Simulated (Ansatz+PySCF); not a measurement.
Values are calculated unless marked as measured or tabulated.
## Ansatz (development build ahead of 0.2.0) run

```yaml
crystal:
  periodic: [false, false, false]
  atoms:
    - { symbol: F, position_ang: [0.0, 0.0, 0.0] }
    - { symbol: O, position_ang: [10.0, 0.0, -0.11966] }
    - { symbol: H, position_ang: [10.0, 0.75417, 0.47865] }
    - { symbol: H, position_ang: [10.0, -0.75417, 0.47865] }
basis:
  gaussian: { orbitals: cc-pVDZ }
total_charge: -1
hamiltonian:
  xc: pbe0
scf:
  omitted_lower_state_checks: [stability, starts, atomic_configurations, cluster_reference, orbital_swaps, given_window_search, neighbouring_geometries, increment]
output:
  forces: true
```

The input is written out in the form of the current development build from the run's settings.

The run gave:

- Converged: yes
- Total energy: -176.01616 hartree
- Spin squared of the determinant: 0.000

Forces (eV/Å):
```csv
atom,Fx,Fy,Fz
F1,-0.007,0.000,0.005
O2,0.092,0.000,-0.410
H3,-0.042,0.176,0.203
H4,-0.042,-0.176,0.203
```

Caution: no diffuse functions for an anion; charge can spread falsely over distant fragments.
